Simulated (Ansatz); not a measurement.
# C₂H₂F₂O: one species, many methods

One table from this session's results is given with a row withheld; the runs are named, their logs left out.

The runs use Ansatz 0.2.0, Gaussian basis; functionals in def2-TZVPP, the program's frozen cores in correlated methods.

Levels to be run: PBE-D4, r2SCAN-D4, PBE0-D4, B3LYP-D4, ωB97X-V, ωB97M-V, B2PLYP; CCSD(T)/def2-TZVPP; MP2/def2-QZVPP; extrapolation to the limit.

**Structure used throughout**

An earlier PBE0-D4 in a triple-zeta def2 set relaxation fixed the geometry.

SMILES `F[C@@H]1O[C@@H]1F`, 7 atoms, charge 0, spin multiplicity 1.

Atoms are counted from 1 here; the program's logs count them from 0.

Bond lengths: F1–C2 1.341 Å, C2–O3 1.396 Å, C2–C4 1.451 Å, C2–H6 1.086 Å, O3–C4 1.396 Å, C4–F5 1.341 Å, C4–H7 1.086 Å. Angles: F1–C2–O3 115.6°, F1–C2–C4 118.3°, F1–C2–H6 111.5°, O3–C2–C4 58.7°, O3–C2–H6 117.0°, C4–C2–H6 125.3°, C2–O3–C4 62.7°, C2–C4–O3 58.7°, C2–C4–F5 118.3°, C2–C4–H7 125.3°, O3–C4–F5 115.6°, O3–C4–H7 117.0°, F5–C4–H7 111.5°.

Coordinates:

```
atom    x (Å)    y (Å)    z (Å)
  F1  -1.6640   0.2436   0.5587
  C2  -0.4217  -0.2620   0.5524
  O3  -0.0743  -0.9913  -0.5858
  C4   0.5272   0.2566  -0.4157
  F5   0.1162   1.2165  -1.2575
  H6  -0.1640  -0.6961   1.5143
  H7   1.6063   0.2714  -0.2918
```

Set-up of the first run:

File in.yaml:

```yaml
crystal:
  periodic: [false, false, false]
  atoms:
    - {symbol: F, position_ang: [-1.663983, 0.243615, 0.558652]}
    - {symbol: C, position_ang: [-0.421738, -0.261974, 0.552399]}
    - {symbol: O, position_ang: [-0.074330, -0.991284, -0.585810]}
    - {symbol: C, position_ang: [0.527218, 0.256637, -0.415710]}
    - {symbol: F, position_ang: [0.116205, 1.216509, -1.257462]}
    - {symbol: H, position_ang: [-0.164009, -0.696107, 1.514256]}
    - {symbol: H, position_ang: [1.606337, 0.271404, -0.291826]}
basis:
  gaussian: {orbitals: def2-TZVPP}
hamiltonian: {xc: pbe, dispersion: d4}
output: {forces: true, orbitals: {seedname: orbitals}}
```

Among the steps run: PBE-D4 (GGA); r2SCAN-D4 (meta-GGA); PBE0-D4 (hybrid); B3LYP-D4 (hybrid); ωB97X-V (range-separated); ωB97M-V (range-separated); B2PLYP (double hybrid); CCSD(T) in def2-TZVPP; MP2 in def2-QZVPP.

One table of the session follows, with a row left open; its other results are not shown here.

It belongs to the step «Atomisation energies». 

| method | atomisation energy (eV) |
| --- | --- |
| PBE-D4 | 30.884 |
| r2SCAN-D4 | 29.589 |
| PBE0-D4 | 29.626 |
| B3LYP-D4 | 29.149 |
| ωB97X-V | 29.487 |
| ωB97M-V | 29.467 |
| B2PLYP | 28.976 |
| HF/def2-TZVPP | 19.368 |
| MP2/def2-TZVPP | 29.660 |
| CCSD/def2-TZVPP | ? |
| CCSD(T)/def2-TZVPP | 28.396 |
| MP2/CBS | 30.522 |
| CCSD(T)/CBS | 29.257 |

Q: Estimate the row for CCSD/def2-TZVPP from the others.

The run gave: atomisation energy (eV): 27.716. In the column «atomisation energy (eV)» it lies between HF/def2-TZVPP (19.368) and CCSD(T)/def2-TZVPP (28.396).

To keep in mind: Free atoms (2 F, 2 C, 1 O, 2 H) were run apart at each level; the atomisation energy is their sum less the molecule, without zero-point or spin-orbit terms.
